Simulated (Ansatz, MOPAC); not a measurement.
Process, species as SMILES: N#CC=C + 6 [H][H] (H2) -> 3 C (CH4) + N (NH3)

Wanted: energy of full hydrogenation (enthalpy at 298 K), in kcal/mol. Set-up: 6-31G* and kin with 6d, 5d where marked; non-relativistic; no spin-orbit coupling; no dispersion term unless named. Ab initio and DFT rows: single points at B3LYP-D3(BJ) geometries (Ansatz, a quantum-chemistry and plane-wave program), with unscaled harmonic terms from B3LYP/6-31G* at its own minima. Semi-empirical rows: MOPAC heats of formation at their own minima for 298 K.

| species | coefficient | E at B3LYP/6-31G* (Ansatz), Eh | E at PBE0/def2-TZVPD (Ansatz), Eh | H(298 K) - E, kcal/mol | heat of formation at MNDO (MOPAC), kcal/mol |
|---|---|---|---|---|---|
| C=CC#N | -1 | -170.83115 | -170.68493 | 35.17 | 43.80 |
| [H][H] (H2) | -6 | -1.17549 | -1.16825 | 8.44 | 0.72 |
| C (CH4) | +3 | -40.51834 | -40.47422 | 30.76 | -11.96 |
| N (NH3) | +1 | -56.54778 | -56.51502 | 24.05 | -6.38 |

Measured values: Active Thermochemical Tables 1.112 (ions: stationary electron), as tabulated in the package chemicals; G2/97 table in ASE (Curtiss et al.); they hold spin-orbit and core effects, anharmonicity.  Value to compare with, the measured value: -107.5 kcal/mol. 1 Eh = 627.5095 kcal/mol.

Problem. Compute it at each level from the table, and compare with the measured value.

Solution. 
- B3LYP/6-31G*: the sum of coefficient times E is -0.21871 Eh, or -137.24 kcal/mol; the thermal terms add 30.52. Result: -106.7 kcal/mol. Its error against the measured value is 0.8 kcal/mol.
- PBE0/def2-TZVPD: the sum of coefficient times E is -0.24325 Eh, or -152.64 kcal/mol; the thermal terms add 30.52. Result: -122.1 kcal/mol. Its error against the measured value is -14.6 kcal/mol.
- MNDO: the sum of coefficient times heat of formation is -90.38 kcal/mol; it needs no thermal term. Its error against the measured value is 17.1 kcal/mol.
